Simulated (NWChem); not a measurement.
Molecule: BF3; SMILES B(F)(F)F

```xyz
4

B      0.0000     0.0000    -0.0023
F     -0.3460    -1.2647     0.0003
F     -0.9222     0.9320     0.0003
F      1.2683     0.3327     0.0003
```
Atoms are numbered in this order, from 1.

Results from NWChem. Geometry: optimised at PBE0-D3(BJ)/def2-TZVP. Ions are spin-unrestricted doublets at the neutral geometry; other ion states weren't tried.

Task: Predict the results for PBE/aug-cc-pVDZ. Quantities: vertical ionisation energy, ΔSCF (eV); −ε(HOMO) (eV).

Result: 
```
Quantity                               Value
-------------------------------------  -----
vertical ionisation energy, ΔSCF (eV)  14.49
−ε(HOMO) (eV)                          10.07
```
